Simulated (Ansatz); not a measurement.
Molecular dynamics, step by step

CH$_{2}$ClN (SMILES Cl.C#N), singlet, SPW92/def2-mTZVP (Ansatz 0.2.0). Settings (timestep in fs, temperature in K; T counts 9 degrees of freedom):

```yaml
hamiltonian: {xc: lda}
md: {n_steps: 40, timestep: 0.5, temperature: 300, ensemble: nvt_nose_hoover, seed: 613, initial_velocities: maxwell_boltzmann}
```

Start (the SMILES describes the start alone):

```xyz
5
angstrom
Cl -0.1817 -0.3651 -2.1968
H 0.1163 0.8655 -2.3876
C 0.0190 -0.1739 1.5046
N 0.1186 0.0400 2.6260
H -0.0723 -0.3664 0.4539
```

```tsv
step	time (fs)	potential energy less the start (meV)	kinetic energy (meV)	T (K)
0	0.00	0.0	116.3	300
2	1.00	3.2	113.2	292
4	2.00	4.6	112.0	289
6	3.00	1.9	114.5	295
8	4.00	2.1	114.2	294
10	5.00	9.6	106.9	276
12	6.00	19.3	97.2	251
14	7.00	23.0	93.6	241
16	8.00	15.4	101.2	261
18	9.00	-1.3	117.7	304
20	10.00	-15.0	131.2	338
22	11.00	-10.9	127.1	328
24	12.00	12.0	104.5	270
26	13.00	33.0	83.9	216
28	14.00	29.9	87.0	224
30	15.00	5.9	110.6	285
32	16.00	-13.9	130.1	336
34	17.00	-11.2	127.5	329
36	18.00	9.5	107.2	277
38	19.00	29.1	87.9	227
40	20.00	33.6	83.3	215
```

Step 12, positions (Å) and forces (eV/Å):

```tsv
atom	x	y	z	Fx	Fy	Fz
Cl1	-0.179	-0.370	-2.182	0.193	0.900	0.025
H2	0.106	0.938	-2.305	-0.192	-0.884	0.061
C3	0.008	-0.146	1.465	0.089	0.166	1.714
N4	0.127	0.020	2.621	-0.192	-0.277	-2.199
H5	-0.126	-0.320	0.385	0.102	0.096	0.399
```

Step 14, positions (Å) and forces (eV/Å):

```tsv
atom	x	y	z	Fx	Fy	Fz
Cl1	-0.179	-0.371	-2.179	0.234	1.108	0.014
H2	0.105	0.948	-2.291	-0.233	-1.089	0.068
C3	0.006	-0.141	1.461	0.121	0.190	1.979
N4	0.128	0.016	2.617	-0.180	-0.239	-2.068
H5	-0.131	-0.308	0.393	0.059	0.031	0.007
```

Step 18, positions (Å) and forces (eV/Å):

```tsv
atom	x	y	z	Fx	Fy	Fz
Cl1	-0.178	-0.371	-2.174	0.163	0.814	0.052
H2	0.094	0.938	-2.264	-0.162	-0.790	0.022
C3	0.003	-0.131	1.457	0.065	0.090	1.352
N4	0.129	0.008	2.604	-0.053	-0.057	-0.863
H5	-0.141	-0.284	0.405	-0.012	-0.057	-0.563
```

Last step (40):

Cl1  (-0.173, -0.376, -2.143)
H2  (0.052, 0.957, -2.139)
C3  (-0.025, -0.082, 1.405)
N4  (0.145, -0.032, 2.567)
H5  (-0.172, -0.162, 0.333)
(Å)

The run took about 17 s on 2 CPU threads of an Intel Xeon Platinum 8259CL (shared host).
